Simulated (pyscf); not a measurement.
Thermochemistry of product channels of F–C(F)(F)–SiH₂–O–SiH₃ (SMILES FC(F)(F)[SiH2]O[SiH3]) + F• (SMILES [F]) on the doublet surface, in kcal/mol, from ωB97M-D3(BJ)/def2-TZVP energies (ideal gas, 1 atm, RRHO with modes under 100 cm⁻¹ raised to 100, one conformer, R ln 2 for chiral ones without a mode under 150 cm⁻¹). PySCF, gas phase, ωB97X-D3(BJ)/def2-SVP geometries.

| products | ΔE | ΔH(298 K) | ΔG(298 K) | ΔG(900 K) |
|---|---|---|---|---|
| F–C•(F)–F (SMILES F[C](F)F) + F–SiH₂–O–SiH₃ (SMILES F[SiH2]O[SiH3]) | -68.4 | -68.5 | -72.2 | -78.2 |
| F–SiH₂–C(F)(F)–F (SMILES F[SiH2]C(F)(F)F) + •O–SiH₃ (SMILES [O][SiH3]) | -19.0 | -20.5 | -24.0 | -30.1 |

These are energies of the channels, which say nothing of barriers. F–C(F)(F)–SiH₂–O–SiH₃ lies 40.1 kcal/mol over its isomer F–CH(F)–SiH(F)–O–SiH₃ (electronic energy, ωB97M-D3(BJ)/def2-TZVP). F–SiH₂–C(F)(F)–F lies 92.1 kcal/mol over its isomer F–CH₂–Si(F)(F)–F (electronic energy, ωB97M-D3(BJ)/def2-TZVP). Left out: orbital degeneracy and the spin-orbit lowering of F. The orbital near-degeneracy of the XH₃O or XH₃S radical is left out.
